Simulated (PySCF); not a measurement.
C5H9O (doublet state).
Cartesian coordinates in Å at the GFN2-xTB level; atoms count from 1:
```xyz
15
C5H9O angstrom
C     -1.8216   -0.7130   -0.1358
C     -0.4913   -0.0747   -0.0170
C     -0.4160    1.3897    0.2042
C      0.6800   -0.8900   -0.1275
C      2.0245   -0.2028   -0.0017
O      0.6098   -2.1072   -0.3164
H     -2.3798   -0.2844   -0.9711
H     -1.7041   -1.7827   -0.2908
H     -2.4152   -0.5380    0.7639
H     -1.4108    1.8178    0.2981
H      0.1526    1.6225    1.1063
H      0.0986    1.8826   -0.6235
H      2.8107   -0.9426   -0.1230
H      2.1356    0.5658   -0.7635
H      2.1226    0.2649    0.9759
```

The hyperfine couplings belong to this conformer and change with its torsions.

As a line formula: `C[C](C)C(C)=O` [radical].

Method: UKS B3LYP, pcH-1 on C H O, non-relativistic, mean-field spin-orbit, GIAO (PySCF). Geometry: GFN2-xTB; no solvent, vibrations or thermal averaging. The geometry wasn't refined by DFT: couplings that depend on bond lengths, twists or pyramidal angles can differ widely from those at the functional's own minimum. No stability test was run, so a lower SCF solution isn't excluded.

The largest Mulliken spin populations are on C2 (+0.77), O6 (+0.30), C4 (-0.09) and C1 (-0.06). The angles at C2 add up to 360.0°, so it is planar.

**Question.** How do the β-proton couplings of this frozen conformer go with θ, the angle between the C–H bond and the normal to the plane of the spin centre's three neighbours, both seen down the bond from centre to carbon?

**Answer.** 
```json
{"β H": "H7", "on": "C1", "centre": "C2", "θ (°)": "30", "cos²θ": "0.74", "a (G)": "+31.62"}
{"β H": "H8", "on": "C1", "centre": "C2", "θ (°)": "90", "cos²θ": "0.00", "a (G)": "+0.68"}
{"β H": "H9", "on": "C1", "centre": "C2", "θ (°)": "31", "cos²θ": "0.73", "a (G)": "+30.73"}
{"β H": "H10", "on": "C3", "centre": "C2", "θ (°)": "88", "cos²θ": "0.00", "a (G)": "+0.63"}
{"β H": "H11", "on": "C3", "centre": "C2", "θ (°)": "33", "cos²θ": "0.70", "a (G)": "+28.97"}
{"β H": "H12", "on": "C3", "centre": "C2", "θ (°)": "28", "cos²θ": "0.78", "a (G)": "+32.03"}
```

Fitting the Heller–McConnell form a = ρ(B0 + B2 cos²θ), with Mulliken ρ = 0.77, gives B0 = 0.8 G and B2 = 53.1 G, with a largest miss of 0.5 G. By this fit the coupling would be 41.7 G at θ = 0° and 0.6 G at 90°.

**Question.** What would the freely rotating methyl group on C1 show?

**Answer.** Three equal couplings, a 1:3:3:1 quartet. The mean of the three values of this geometry estimates the splitting: 21.0 G, or 59.0 MHz (three bonds 120° apart have a mean cos²θ of 1/2 at any torsion).

Couplings in gauss use g_iso = 2.0045.
